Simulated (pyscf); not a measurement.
# Hydrogen abstraction: silanol (HO–SiH₃) + F–CH•–F -> •O–SiH₃ + F–CH₂–F

Gas phase, doublet surface, charge 0. Bonds broken: O2–H6. Bonds formed: H6–C8. Optimised with ωB97X-D3(BJ)/def2-SVP in PySCF.

Transition state (Å):

```xyz
10

Si    -1.8587    -0.8386     0.6152
O     -1.5450     0.8218     0.6685
H     -0.6417    -1.6391     0.9274
H     -2.4169    -1.2729    -0.6957
H     -2.8816    -1.0209     1.6843
H     -0.5169     1.1283    -0.1630
F      0.2418    -0.1391    -1.5837
C      0.3401     1.0664    -0.9974
F      1.5274     1.1851    -0.3999
H      0.1837     1.8708    -1.7384
```

One imaginary mode, 866i cm⁻¹; descent along it reached the two sides named.

```tsv
bond	change	reactant side (Å)	saddle	product side
O2–H6	breaks	0.963	1.357	2.405
H6–C8	forms	2.438	1.198	1.101
```

Electronic energies relative to the separated reactants (eV):

| level | barrier | reaction energy | reverse barrier |
|---|---|---|---|
| ωB97X-D3(BJ)/def2-TZVP | 0.76 | +0.65 | 0.10 |
| PBE/def2-TZVP | 0.44 | +0.70 | -0.27 |
| r²SCAN/def2-TZVP | 0.56 | +0.71 | -0.16 |
| B3LYP-D3(BJ)/def2-TZVP | 0.60 | +0.63 | -0.03 |
| PBE0-D3(BJ)/def2-TZVP | 0.66 | +0.69 | -0.03 |
| M06-2X/def2-TZVP | 0.87 | +0.72 | 0.15 |
| ωB97M-D3(BJ)/def2-TZVP | 0.79 | +0.65 | 0.14 |
| HF/def2-TZVP | 1.20 | +0.22 | 0.98 |

With ωB97M-D3(BJ)/def2-TZVP energies and thermal terms (ideal gas, 1 atm, RRHO with modes under 100 cm⁻¹ raised to 100, one conformer, R ln 2 for chiral ones without a mode under 150 cm⁻¹), in eV:

| T (K) | ΔH‡ | ΔG‡ | ΔH | ΔG |
|---|---|---|---|---|
| 298 | 0.73 | 1.22 | +0.68 | +0.71 |
| 600 | 0.74 | 1.72 | +0.66 | +0.76 |
| 900 | 0.76 | 2.20 | +0.65 | +0.81 |
| 1200 | 0.80 | 2.67 | +0.64 | +0.87 |

At r²SCAN, B3LYP-D3(BJ), PBE0-D3(BJ) the saddle lies under the separated products, which points to a path from their complex (located at ωB97X-D3(BJ) alone), and parting the products costs more than the saddle. At PBE this geometry lies under the product side: in single points on another level's saddle the reverse barrier vanishes, and the forward threshold there is about the reaction energy. •O–SiH₃ lies 1.08 eV over its isomer HO–SiH₂• (electronic energy, ωB97M-D3(BJ)). This is the saddle that the search found; another between the same sides may lie lower. The angle at the transferred H is 163°. The orbital near-degeneracy of the XH₃O or XH₃S radical is left out.
